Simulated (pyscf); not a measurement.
`[F][GeH]([F])[F]` + `[FH]` -> `[FH]` + `[F][Ge][F]` [singlet] + `[FH]` (multi-bond step; singlet surface; F–Ge, Ge–H, F–H broken, F–H, F–H formed). PySCF, gas phase, ωB97X-D3(BJ)/def2-SVP geometries. Energies in kcal/mol from the separated reactants.

| level | barrier | reaction energy |
|---|---|---|
| ωB97X-D3(BJ)/def2-TZVP | (withheld) | +27.0 |
| PBE/def2-TZVP | 19.8 | +19.8 |
| r²SCAN/def2-TZVP | 26.2 | +27.9 |
| B3LYP-D3(BJ)/def2-TZVP | (withheld) | (withheld) |
| PBE0-D3(BJ)/def2-TZVP | 28.3 | +25.0 |
| HF/def2-TZVP | 59.2 | +30.0 |

Task: Some entries are withheld; supply them.

Result: 
- ωB97X-D3(BJ)/def2-TZVP, barrier: 33.5
- B3LYP-D3(BJ)/def2-TZVP, barrier: 27.8
- B3LYP-D3(BJ)/def2-TZVP, reaction energy: +20.4

On the reactant side the descent ends in a complex (not fully relaxed), 5.0 kcal/mol under the separated species and 38.5 kcal/mol under the saddle at ωB97X-D3(BJ)/def2-TZVP. On the product side the descent ends in a bound adduct, 11.2 kcal/mol under the separated species and 17.8 kcal/mol under the saddle at ωB97X-D3(BJ)/def2-TZVP. At r²SCAN the saddle lies under the separated products, which points to a path from their complex (located at ωB97X-D3(BJ) alone), and parting the products costs more than the saddle. This is the saddle that the search found; another between the same sides may lie lower. Elements up to Kr have no core potential and no relativistic terms here.
